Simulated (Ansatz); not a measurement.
# CH8NSi: the cost of one run

Method: UKS PBE-D4/def2-SVP, in Ansatz 0.2.0.

## (1) Starting point

Bond lengths: Si1–H3 1.460 Å, Si1–C4 1.869 Å, C4–H5 1.110 Å, C4–H6 1.110 Å, C4–H7 1.110 Å, Si1–H8 1.459 Å, N9–H10 1.060 Å, N9–H11 1.060 Å. Angles: H3–Si1–C4 109.5°, H3–Si1–H8 109.5°, C4–Si1–H8 109.5°, Si1–C4–H5 109.5°, Si1–C4–H6 109.5°, Si1–C4–H7 109.5°, H5–C4–H6 109.4°, H5–C4–H7 109.4°, H6–C4–H7 109.4°, H10–N9–H11 120.0°.

Coordinates:

```xyz
11

Si    0.0000    0.0000    0.0000
H     0.0000    0.0000    1.7100
H     1.3768    0.0000   -0.4862
C    -0.8808    1.5259   -0.6227
H    -1.9334    1.2723   -0.8671
H    -0.8624    2.3106    0.1622
H    -0.3704    1.9025   -1.5336
H    -0.6877   -1.1914   -0.4862
N     0.0000    0.0000    3.0700
H    -0.4960   -0.7725    3.6000
H     0.4960    0.7725    3.6000
```

## (2) Pulling towards end A

Springs on the bonds that form and break draw the guess towards this end; the thresholds are loose.

File input.yaml:

```yaml
crystal:
  periodic: [false, false, false]
  atoms:
    - { symbol: Si, position_ang: [0.0, 0.0, 0.0] }
    - { symbol: H, position_ang: [0.0, 0.0, 1.71] }
    - { symbol: H, position_ang: [1.3768, 0.0, -0.4862] }
    - { symbol: C, position_ang: [-0.8808, 1.5259, -0.6227] }
    - { symbol: H, position_ang: [-1.9334, 1.2723, -0.8671] }
    - { symbol: H, position_ang: [-0.8624, 2.3106, 0.1622] }
    - { symbol: H, position_ang: [-0.3704, 1.9025, -1.5336] }
    - { symbol: H, position_ang: [-0.6877, -1.1914, -0.4862] }
    - { symbol: "N", position_ang: [0.0, 0.0, 3.07] }
    - { symbol: H, position_ang: [-0.496, -0.7725, 3.6] }
    - { symbol: H, position_ang: [0.496, 0.7725, 3.6] }
magnetization:
  spin_polarized: true
  initial_magnetization: 1
basis:
  gaussian: { orbitals: def2-SVP }
hamiltonian:
  xc: pbe
  dispersion: d4
relax:
  f_tol: 0.15
  max_steps: 25
  restrain:
    - { distance: [1, 8], at: 2.26, k: 30.0 }
    - { distance: [0, 1], at: 1.46, k: 30.0 }
```

Run with:

```
ansatz run input.yaml --threads 2 --pin off --max-ram 3072MiB --backend cpu --events-out ev --progress --plain --runs-dir out
```

Q: Estimate wall time and peak memory on 2 threads of Arm Neoverse V2, shared host.

About 21 s, with a peak of 0.17 GiB.
